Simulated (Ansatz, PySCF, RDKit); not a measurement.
Complex: C2H2 (SMILES C#C) (first 4 atoms) with C2H2 (SMILES C#C); geometry from NCB31 set.
(charge 0, multiplicity 1):
```
atom    x (Å)    y (Å)   z (Å)
----  -------  -------  ------
C     -0.4125   1.6782  0.0000
C      0.4125   2.5616  0.0000
H     -1.1320   0.8908  0.0000
H      1.1347   3.3458  0.0000
C      0.4125  -1.6782  0.0000
C     -0.4125  -2.5616  0.0000
H      1.1320  -0.8908  0.0000
H     -1.1347  -3.3458  0.0000
```

Counterpoise-corrected where a basis set is named; no monomer relaxation. Rows marked so take none.

Rows in 6-31G* carry no dispersion term and start afresh at each structure (6-31G* with six Cartesian d functions).

Run with Ansatz (Gaussian orbitals); PySCF for 6-31G* rows, the dispersion terms; RDKit for the force fields. 

Q: One of these levels gives -1.51 kcal/mol for the interaction energy. Which?
A. revPBE-D3(BJ)/def2-TZVPPD
B. MMFF94
C. HF/6-31G* (no counterpoise)

A: A, revPBE-D3(BJ)/def2-TZVPPD. The others give -0.16 (MMFF94), -0.98 (HF/6-31G* (no counterpoise))

Ansatz is an electronic-structure program.
